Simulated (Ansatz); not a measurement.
Relaxed structures of HS$_{2}$O (charge -1), singlet (PBE0-D4/def2-TZVPD; forces vanish, vibrations not checked; lower isomers may exist, and structures with a doubtful reference or unclear bonds are left out; Å). Ansatz 0.2.0; basis: def2-TZVPPD; cores frozen in the correlated methods.

Task: Rank them by CCSD(T) energy, lowest first, and give each one's height above the lowest. Links in brackets join atoms within 1.22 times the sum of their covalent radii (1.1 for two metals). (Judge from chemistry; the value comes from the calculation.)
A.
HS₂O ([OH][S][S]), total charge -1
```
4
angstrom
S -1.7645 -0.4842 0.7612
O 0.6415 0.3898 -0.7849
S -0.2098 0.7864 0.6520
H 0.9259 -0.5214 -0.6477
```
B.
HS₂O ([O][SH][S]), total charge -1
```
4
angstrom
S 1.3664 1.8457 -1.7304
O -0.1325 0.6929 0.5674
S 0.2864 0.3884 -0.8417
H 1.3323 -0.5038 -0.6840
```
C.
HS₂O ([S][O][SH]), total charge -1
```
4
angstrom
S -1.6148 -0.2860 0.8011
O -0.1764 0.6902 0.5609
S 0.6791 0.4314 -0.7977
H 1.1121 -0.8355 -0.5644
```

Result: The calculation gives: A (0.00 kcal/mol), B (5.94 kcal/mol), C (34.09 kcal/mol). Heights count from the lowest.

T1 diagnostic: at most 0.020.

For scale, one of the runs: CCSD(T)/def2-TZVPPD, 159 basis functions, launched by `ansatz run in.yaml --threads 2 --pin off --events-out ev --progress --plain --max-ram 4352MiB`. Time: 22 s of wall clock on 2 CPU threads of an Arm Neoverse V1; the host was shared. Peak host memory: 1.1 GiB.
